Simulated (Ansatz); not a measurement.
**Worked example: ideal-gas entropy of C3H6O (propylene oxide)**

A singlet with charge 0, relaxed at PBE/def2-SVP (Ansatz 0.2.0):

```xyz
10

C     0.2141    0.4074   -1.1741
C     0.4498   -0.2365    0.1692
C    -0.5565   -0.2146    1.2488
O    -0.3335   -1.3959    0.4779
H    -0.8697    0.4758   -1.3935
H     0.6478    1.4284   -1.2050
H     0.6908   -0.1856   -1.9817
H     1.5143   -0.3212    0.4730
H    -1.5230    0.2996    1.0774
H    -0.2341   -0.2572    2.3079
```

Harmonic wavenumbers in cm⁻¹: 206, 354, 403, 775, 841, 870, 960, 998, 1085, 1102, 1119, 1136, 1258, 1333, 1385, 1404, 1420, 1481, 2972, 2990, 3007, 3058, 3076, 3081.

Masses in u: C 12.011, O 15.999, H 1.008. Take T = 298.15 K, p = 1 bar, R = 8.3145 J/(mol K), kT/hc = 207.22 cm⁻¹, rigid rotor and harmonic oscillator.

Problem. Work out S° at 298 K.

Solution. 
1. Translation (Sackur–Tetrode): S = R[3/2 ln M + 5/2 ln T − 1.1517] with M = 58.08 gives 159.5 J/(mol K).
2. Rotation: principal moments 27.986, 76.898, 86.006 u Å² give A, B, C = 0.6024, 0.2192, 0.196 cm⁻¹; the symmetry number is σ = 1; q = (√π/σ)√((kT/hc)³/ABC) = 32865; S = R(ln q + 3/2) = 98.9.
3. Vibration: with u = ν̃/207.22, each mode gives R[u/(eᵘ − 1) − ln(1 − e⁻ᵘ)]; the sum is 22.2, most from 206 cm⁻¹ (8.7), 354 cm⁻¹ (4.8), 403 cm⁻¹ (4.0).
4. Electronic: R ln 1 = 0.0, from the spin multiplicity alone.
5. Sum: 159.5 + 98.9 + 22.2 + 0.0 = 280.6 J/(mol K).

No measured value is set beside it here. Where a soft mode is a torsion, a harmonic oscillator describes it poorly.
